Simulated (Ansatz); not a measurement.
The input (input.yaml):

```yaml
crystal:
  periodic: [false, false, false]
  atoms:
    - { symbol: Si, position_ang: [0.156711, -0.011014, 0.026611] }
    - { symbol: H, position_ang: [-0.292291, -0.226092, 1.448515] }
    - { symbol: H, position_ang: [1.615528, 0.310977, -0.006581] }
    - { symbol: O, position_ang: [-0.623917, 1.306326, -0.670141] }
    - { symbol: C, position_ang: [-2.035011, 1.413398, -0.825694] }
    - { symbol: H, position_ang: [-2.573184, 1.35269, 0.149844] }
    - { symbol: H, position_ang: [-2.264, 2.399004, -1.282039] }
    - { symbol: H, position_ang: [-2.445663, 0.6208, -1.494966] }
    - { symbol: H, position_ang: [-0.104573, -1.27919, -0.74365] }
basis:
  gaussian: { orbitals: def2-SVP }
hamiltonian:
  xc: blyp
neb:
  order_check: false
  images: 7
  f_tol: 0.05
  max_iterations: 60
  optimiser: fire
  climbing: true
  final_atoms:
    - { symbol: Si, position_ang: [0.13449779, -0.31877108, -1.25156763] }
    - { symbol: H, position_ang: [0.99951536, 0.12386831, 1.83509359] }
    - { symbol: H, position_ang: [1.58449164, 0.40013003, 1.42131398] }
    - { symbol: O, position_ang: [-0.86750154, 1.00536781, -1.53549626] }
    - { symbol: C, position_ang: [-2.1482071, 1.35475138, -1.01159217] }
    - { symbol: H, position_ang: [-2.50888538, 0.60818708, -0.26849537] }
    - { symbol: H, position_ang: [-2.08789434, 2.35239433, -0.52664523] }
    - { symbol: H, position_ang: [-2.88210662, 1.42353179, -1.84284786] }
    - { symbol: H, position_ang: [-0.79030981, -1.06256064, -0.21786405] }
  initial_path:
    images:
      - { positions_ang: [[0.156711, -0.011014, 0.026611], [-0.292291, -0.226092, 1.448515], [1.615528, 0.310977, -0.006581], [-0.623917, 1.306326, -0.670141], [-2.035011, 1.413398, -0.825694], [-2.573184, 1.35269, 0.149844], [-2.264, 2.399004, -1.282039], [-2.445663, 0.6208, -1.494966], [-0.104573, -1.27919, -0.74365]] }
      - { positions_ang: [[0.11547177, -0.01053359, 0.02115968], [0.03534115, -0.1659519, 1.41366877], [1.60766715, 0.22576419, 0.11349723], [-0.66244798, 1.31965544, -0.64981843], [-2.06240525, 1.41633478, -0.86152647], [-2.62023073, 1.23209782, 0.05451543], [-2.31558168, 2.42071045, -1.21138664], [-2.40223916, 0.70823324, -1.61463155], [-0.26197526, -1.25941143, -0.66357902]] }
      - { positions_ang: [[0.07423254, -0.01005318, 0.01570837], [0.3629733, -0.10581181, 1.37882254], [1.59980629, 0.14055139, 0.23357547], [-0.70097895, 1.33298487, -0.62949586], [-2.08979951, 1.41927156, -0.89735894], [-2.66727745, 1.11150565, -0.04081314], [-2.36716337, 2.44241689, -1.14073429], [-2.35881532, 0.79566649, -1.73429711], [-0.41937752, -1.23963286, -0.58350804]] }
      - { positions_ang: [[0.03299331, -0.00957278, 0.01025705], [0.69060545, -0.04567171, 1.34397631], [1.59194544, 0.05533858, 0.3536537], [-0.73950993, 1.34631431, -0.60917329], [-2.11719376, 1.42220834, -0.9331914], [-2.71432418, 0.99091347, -0.13614171], [-2.41874505, 2.46412334, -1.07008193], [-2.31539149, 0.88309973, -1.85396266], [-0.57677978, -1.21985429, -0.50343706]] }
      - { positions_ang: [[-0.00824592, -0.00909237, 0.00480574], [1.0182376, 0.01446839, 1.30913008], [1.58408458, -0.02987422, 0.47373193], [-0.77804091, 1.35964374, -0.58885073], [-2.14458802, 1.42514512, -0.96902387], [-2.7613709, 0.8703213, -0.23147028], [-2.47032673, 2.48582978, -0.99942957], [-2.27196765, 0.97053298, -1.97362822], [-0.73418205, -1.20007572, -0.42336608]] }
      - { positions_ang: [[0.02744, -0.08651205, -0.3092876], [1.01355704, 0.04181837, 1.44062096], [1.58418635, 0.07762684, 0.71062744], [-0.80040607, 1.27107476, -0.82551211], [-2.14549279, 1.40754668, -0.97966595], [-2.69824952, 0.80478774, -0.24072655], [-2.37471863, 2.45247092, -0.88123349], [-2.42450239, 1.08378268, -1.94093313], [-0.74821399, -1.16569695, -0.37199057]] }
      - { positions_ang: [[0.06312593, -0.16393173, -0.62338095], [1.00887648, 0.06916835, 1.57211183], [1.58428811, 0.1851279, 0.94752295], [-0.82277122, 1.18250578, -1.06217349], [-2.14639756, 1.38994825, -0.99030802], [-2.63512814, 0.73925419, -0.24998283], [-2.27911054, 2.41911205, -0.7630374], [-2.57703714, 1.19703239, -1.90823804], [-0.76224593, -1.13131818, -0.32061506]] }
      - { positions_ang: [[0.09881186, -0.24135141, -0.93747429], [1.00419592, 0.09651833, 1.70360271], [1.58438987, 0.29262896, 1.18441846], [-0.84513638, 1.0939368, -1.29883488], [-2.14730233, 1.37234982, -1.00095009], [-2.57200676, 0.67372063, -0.2592391], [-2.18350244, 2.38575319, -0.64484131], [-2.72957188, 1.31028209, -1.87554295], [-0.77627787, -1.09693941, -0.26923956]] }
      - { positions_ang: [[0.13449779, -0.31877108, -1.25156763], [0.99951536, 0.12386831, 1.83509359], [1.58449164, 0.40013003, 1.42131398], [-0.86750154, 1.00536781, -1.53549626], [-2.1482071, 1.35475138, -1.01159217], [-2.50888538, 0.60818708, -0.26849537], [-2.08789434, 2.35239433, -0.52664523], [-2.88210662, 1.42353179, -1.84284786], [-0.79030981, -1.06256064, -0.21786405]] }
```

Launched with:

```bash
$ ansatz run input.yaml --threads 2 --pin off --max-ram 3072MiB --backend cpu --events-out ev --progress --plain --runs-dir out
```

Hardware: 2 threads of Arm Neoverse V1, on a shared host.

Q: Roughly how long does this run take, and how much memory?

A: 6.3 min, with a peak of 0.14 GiB, for 60 band iterations.
